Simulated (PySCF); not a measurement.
Isomers of C4H4N2 side by side.

PySCF, wB97X-D/def2-SVPD, density fitting, gas phase; each molecule at its own PBE0-D3(BJ)/def2-SVP geometry, one conformer. Singlet excitations by full TDDFT with frozen cores, triplets by Tamm–Dancoff TDDFT and ionisation energies by ΔSCF, from the lowest of the holes tried. 

Torsions of the conformers computed, which needn't be the lowest (atom-mapped SMILES):
- `[CH2:1]=[N:2][C:3](=[CH2:4])[C:5]#[N:6]`: C1–N2–C3–C4 180°
- `[N:1]#[C:2][CH2:3][C@H:4]1[CH:5]=[N:6]1`: C2–C3–C4–C5 94°

Reference: `C=NC(=C)C#N`, with HOMO energy -9.85 eV, LUMO energy -0.42 eV, lowest singlet excitation 4.52 eV, lowest triplet excitation 3.27 eV, mean polarisability 62.8 au, dipole moment 2.33 D and vertical ionisation energy 10.12 eV.

Changes against it:

| molecule | Δ electronic energy (kcal/mol) | Δ HOMO energy (eV) | Δ LUMO energy (eV) | Δ lowest singlet excitation (eV) | Δ lowest triplet excitation (eV) | Δ mean polarisability (au) | Δ dipole moment (D) | Δ vertical ionisation energy (eV) |
| --- | --- | --- | --- | --- | --- | --- | --- | --- |
| c1cncnc1 | -40.6 | +0.45 | +0.84 | -0.01 | +0.76 | -6.7 | +0.06 | -0.32 |
| N#CC[C@H]1C=N1 | +16.2 | -0.54 | +1.07 | +0.71 | +1.28 | -9.2 | +0.04 | +0.72 |
| c1cnccn1 | -36.3 | +0.60 | +0.58 | -0.40 | +0.19 | -5.7 | -2.33 | -0.41 |

Rows whose labels were lost:

```
row  Δ electronic energy (kcal/mol)  Δ HOMO energy (eV)  Δ LUMO energy (eV)  Δ lowest singlet excitation (eV)  Δ lowest triplet excitation (eV)  Δ mean polarisability (au)  Δ dipole moment (D)  Δ vertical ionisation energy (eV)
  P                           -15.9               -2.02               +1.68                             +3.01                             +3.07                        -8.9                +2.03                              +2.20
  Q                           -16.0               +1.11               +0.62                             -0.86                             -0.37                        -6.0                +1.97                              -1.09
```

Question: Which row belongs to which of `c1ccnnc1` and `CC(C#N)C#N`?

Answer: P = `CC(C#N)C#N` and Q = `c1ccnnc1`. P and Q are told apart most clearly by the lowest singlet excitation (+3.01 against -0.86 eV).

Question: Which row has the smallest HOMO–LUMO gap and which the largest, and does the HOMO or the LUMO shift more there?

Answer: Smallest, counted from the reference: Q, -0.49 eV (HOMO +1.11, LUMO +0.62), the larger shift being that of the HOMO. Largest: P, +3.70 eV (HOMO -2.02, LUMO +1.68), the larger shift being that of neither alone.

Note: wB97X-D ran without an empirical dispersion term, which enters the total energy and its gradient alone.
